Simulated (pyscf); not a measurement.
Cl–Zn–O–SeH + hydrogen (H₂) → HO–Zn–Cl + H₂Se, a four-centre exchange (singlet surface; O–Se, H–H broken, H–O, H–Se formed). PySCF, gas phase, ωB97X-D3(BJ)/def2-SVP geometries. Energies in kcal/mol from the separated reactants.

Small-basis levels: PySCF, no dispersion term, spherical d functions. AM1 to PM7: differences of heats of formation from MOPAC, which are fitted to 298 K values and so differ in kind from electronic energies by zero-point and thermal terms. Cost: rough CPU time at the saddle relative to B3LYP/6-31G*+LANL2DZ, from one job on a shared machine.

```tsv
level	barrier	reaction energy	cost
HF/STO-3G	147.7	-22.3	0.2
HF/3-21G	75.5	-23.7	0.2
HF/6-31G*+LANL2DZ	[?]	-34.1	0.1
MP2/6-31G*+LANL2DZ	62.5	-23.4	0.2
PBE/6-31G*+LANL2DZ	38.0	-27.8	2
B3LYP/3-21G	[?]	-18.1	1
M06-2X/6-31G*+LANL2DZ	49.7	-25.6	2
B3LYP/def2-SVP	42.6	-30.9	1
PM7	54.3	+21.7	under 0.02
ωB97M-D3(BJ)/def2-TZVP	[?]	-32.7	–
```

Q: Complete the blanks.

A: 
- HF/6-31G*+LANL2DZ, barrier: 76.6
- B3LYP/3-21G, barrier: 54.7
- ωB97M-D3(BJ)/def2-TZVP, barrier: 47.4

Against the last row the barrier runs from -9.4 (PBE/6-31G*+LANL2DZ) to +100.3 kcal/mol (HF/STO-3G). ωB97M-D3(BJ)/def2-TZVP has limits of its own. On the product side the descent ends in an adduct with a Se–Zn contact (not fully relaxed), 13.3 kcal/mol under the separated species and 90.6 kcal/mol under the saddle at ωB97X-D3(BJ)/def2-TZVP. This is the saddle that the search found; another between the same sides may lie lower. In the def2 sets elements up to Kr have no core potential.
